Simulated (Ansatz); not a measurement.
## Si: pressure series

Base system: Si in the diamond structure (space group Fd-3m, No. 227; a = 5.4442 Å).

Cell and atoms are relaxed at each pressure.

Level of theory: DFT with r2SCAN, PAW potentials and a 500 eV plane-wave cutoff in Ansatz (a quantum-chemistry and plane-wave program), no spin-orbit coupling.

| P (GPa) | V (Å³/atom) |
|---|---|
| -2.00 | 20.610 |
| -1.00 | 20.384 |
| 1.81 | 19.811 |
| 4.21 | 19.381 |
| 9.00 | 18.642 |
| 18.01 | 17.547 |
| 30.00 | 16.447 |
| 45.00 | 15.407 |

A third-order Birch–Murnaghan fit to these points gives V₀ = 20.17 Å³/atom, B₀ = 98 GPa and B₀′ = 4.0. At pressure 45 GPa the volume is 76.4 % of V₀.

Measured bulk modulus of Si: 100.8 GPa (static lattice; corrected from measurement; as listed in Jianwei Sun et al., Physical Review B (2011)); the computed value is 3 % below it.

Between the base and pressure 9 GPa the gap moves from 0.78 eV to 0.62 eV, a mean slope of -17 meV/GPa.

Load acts through the strain it causes; cell and atoms are relaxed under it. Whether these cells are dynamically stable was not tested. Measured, Si leaves this structure (for the β-tin structure) near 12 GPa (room temperature; as listed in arXiv:1906.07825).
